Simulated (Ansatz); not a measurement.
# SiH3+ (quintet): wave-function methods side by side, def2-TZVPP

One table from this session's results is given with a row withheld; the runs are named, their logs left out.

Program: Ansatz 0.2.0, Gaussian basis. Level of theory: def2-TZVPP, core rule «outside noble gas», up to 5 orbitals frozen. These are calculated values, not measurements.

To be run: UHF; ROHF; CCSD(T) on UHF.

2 further runs of the same task are left out: 2 set aside as unsound or not needed.

## The system

The geometry is a PBE0/def2-TZVP stationary point (not a proven minimum) of the parent state, kept for this charge and spin.

4 atoms, charge 1, spin multiplicity 5.

Atoms are counted from 1 here; the program's logs count them from 0.

Bond lengths: Si1–H2 1.492 Å, Si1–H3 1.694 Å, Si1–H4 1.694 Å. Angles: H2–Si1–H3 105.3°, H2–Si1–H4 105.3°, H3–Si1–H4 30.1°.

The first run:

File in.yaml:

```yaml
crystal:
  periodic: [false, false, false]
  atoms:
    - {symbol: Si, position_ang: [0.000000, 0.067650, -0.078712]}
    - {symbol: H, position_ang: [0.000000, -1.225497, -0.823444]}
    - {symbol: H, position_ang: [0.439321, -0.329762, 1.508342]}
    - {symbol: H, position_ang: [-0.439321, -0.329762, 1.508342]}
basis:
  gaussian: {orbitals: def2-TZVPP}
total_charge: 1
magnetization: {spin_polarized: true, initial_magnetization: 4}
hamiltonian: {xc: hf}
output: {orbitals: {seedname: orbitals}}
```

Launch:

```sh
ansatz run in.yaml --threads 1 --pin off --events-out ev --progress --plain --max-ram 4096MiB --backend cpu
```

Among the steps run: UHF; ROHF; CCSD(T) on UHF.

One table of the session follows, with a row left open; its other results are not shown here.

It belongs to the step «Misses and costs». 

| method | from UCCSD(T) (meV) |
| --- | --- |
| ROHF | +2562.0 |
| UHF | ? |
| UMP2 | +631.9 |
| UCCSD | +77.3 |
| UCCSD(T) | 0 |

Estimate the missing values for UHF.

The run gave: from UCCSD(T) (meV): +2493.2. In the column «from UCCSD(T) (meV)» it lies between UMP2 (+631.9) and ROHF (+2562.0).
